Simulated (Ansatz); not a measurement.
Working through a composite energy at a relaxed geometry of CH4OSi, SMILES C1O[SiH2]1

Computed with Ansatz 0.2.0, Python API.

Run as a notebook:

In [1]:
```python
import itertools
import warnings

import ansatz as az
from ase.data import atomic_numbers, covalent_radii
import numpy as np
```

In [2]:
```python
BASIS = "def2-SVP"
FUNCTIONAL = "r2scan"
```

In [3]:
```python
GEOMETRY = """
C    -0.54680   -0.42470   -0.66510
O    -0.00210   -1.09520    0.40020
Si    0.47650    0.47410    0.52100
H    -1.57310   -0.13270   -0.61770
H    -0.19330   -0.53130   -1.68730
H    -0.09060    1.09710    1.74570
H     1.99050    0.54480    0.25750
"""
```

In [4]:
```python
warnings.simplefilter("ignore", az.DeckWarning)
```

In [5]:
```python
mol = az.Crystal.molecule()
for line in GEOMETRY.strip().splitlines():
    symbol, *xyz = line.split()
    mol = mol.atom(symbol, [float(v) for v in xyz])
```

In [6]:
```python
base = mol.calculation().basis(gaussian=BASIS).functional(FUNCTIONAL)
symbols = [site.symbol for site in mol.cartesian_sites]
start = np.array([site.position_ang for site in mol.cartesian_sites], dtype=float)
report = base.relax(force_tolerance=0.01, max_steps=100).run().report
end = np.array(report["positions_ang"])
# pairs closer than 1.2 times the sum of covalent radii, before or after
radius = [covalent_radii[atomic_numbers[s]] for s in symbols]
span = lambda where, i, j: np.linalg.norm(where[i] - where[j])
bonded = [(i, j) for i, j in itertools.combinations(range(len(symbols)), 2) if min(span(start, i, j), span(end, i, j)) < 1.2 * (radius[i] + radius[j])]
print("pair        before    after (A)")
for i, j in bonded:
    print(f"{symbols[i]}{i}-{symbols[j]}{j}".ljust(10), f"{span(start, i, j):8.4f} {span(end, i, j):8.4f}")
```
```text
pair        before    after (A)
C0-O1        1.3715   1.4688
C0-Si2       1.8061   1.8234
C0-H3        1.0681   1.1006
C0-H4        1.0868   1.1006
O1-Si2       1.6451   1.6938
Si2-H5       1.4865   1.4836
Si2-H6       1.5384   1.4836
```

In [7]:
```python
minimum = az.Crystal.molecule()
for symbol, place in zip(symbols, end):
    minimum = minimum.atom(symbol, place.tolist())
at_minimum = minimum.calculation()
# MP2 extrapolated to the basis limit, plus the small-basis difference CCSD(T) - MP2
level = lambda method, basis: at_minimum.basis(gaussian=basis).correlation(method).run().report
small, large, cluster = level("mp2", "cc-pVDZ"), level("mp2", "cc-pVTZ"), level("ccsd_t", "cc-pVDZ")
corr = lambda each: (each["free_energy_ev"] - each["reference_energy_ev"]) / 27.211386246
mp2_limit = (27 * corr(large) - 8 * corr(small)) / 19
pieces = {"HF / cc-pVTZ": large["reference_energy_ev"] / 27.211386246, "MP2 correlation, DZ-TZ limit": mp2_limit, "CCSD(T) - MP2 / cc-pVDZ": corr(cluster) - corr(small)}
for name, value in pieces.items():
    print(f"{name:32s} {value:14.6f} Ha")
print(f"{'sum':32s} {sum(pieces.values()):14.6f} Ha")
print("T1 diagnostic", round(cluster["correlation"]["coupled_cluster"]["t1_diagnostic"], 4))
```
```text
HF / cc-pVTZ                        -404.011138 Ha
MP2 correlation, DZ-TZ limit          -0.574692 Ha
CCSD(T) - MP2 / cc-pVDZ               -0.045042 Ha
sum                                 -404.630873 Ha
T1 diagnostic 0.0157
```

Total energies depend on the basis set; only differences at equal settings carry meaning. The sum leaves out core correlation, relativity, the Hartree-Fock basis error and zero-point energy; a DZ-TZ extrapolation is rough. Inner cores stay frozen, so this is valence correlation. For Al to Cl the sets with a tight d function, cc-pV(X+d)Z, are usual. An extrapolation from small basis sets is rough. Hardware and time: 28 s on 1 thread of Arm Neoverse V1, with other jobs on the host, peak memory 0.29 GiB.
